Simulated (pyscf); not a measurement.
**Routes from H₂B–OH + SiH₄**

Candidate steps break at most two bonds and form at most two. Each was searched with GFN2-xTB (tblite) first. Optimised with ωB97X-D3(BJ)/def2-SVP in PySCF. MP2 and CC: frozen core, UHF for open shells. ΔMP2 is the change of the MP2 total energy from the triple- to the quadruple-zeta basis. Energies: CCSD(T)/def2-TZVPP + ΔMP2(QZVPP), kcal/mol, from the separated reactants, singlet surface; ΔG‡ with ideal gas, 1 atm, RRHO with modes under 100 cm⁻¹ raised to 100, one conformer, R ln 2 for chiral ones without a mode under 150 cm⁻¹.

| products | type | ΔE‡ | ΔE | ΔG‡ 298 K | ΔG‡ 900 K | ν‡ (cm⁻¹) |
|---|---|---|---|---|---|---|
| BH₃ + HO–SiH₃ | four-centre exchange | 17.3 | +16.1 | 29.5 | 50.7 | 228i |
| H₂B–OH + SiH₄ | four-centre exchange (B–H, H–Si broken, B–H, H–Si formed) | 19.7 | 0.0 | 31.0 | 51.2 | 361i |
| H₂B–SiH₃ + H₂O | four-centre exchange | 49.5 | +39.7 | 58.9 | 77.8 | 1435i |
| H₂B–OH + SiH₄ | four-centre exchange (H–O, H–Si broken, H–O, H–Si formed) | 78.6 | 0.0 | 83.5 | 98.6 | 1722i |

Row 1: On the product side the descent ends in an adduct with a B–O contact, 16.1 kcal/mol under the separated species and 14.7 kcal/mol under the saddle at ωB97X-D3(BJ)/def2-TZVP. Row 3: On the product side the descent ends in an adduct with a B–O contact, 17.8 kcal/mol under the separated species and 24.8 kcal/mol under the saddle at ωB97X-D3(BJ)/def2-TZVP. 

Plain bond fissions and candidates not yet searched are not listed, and one of them may be faster. Each barrier is that of the saddle found; lower ones may exist. The CCSD(T) − MP2 part came from Ansatz, without density fitting, on the same reference.
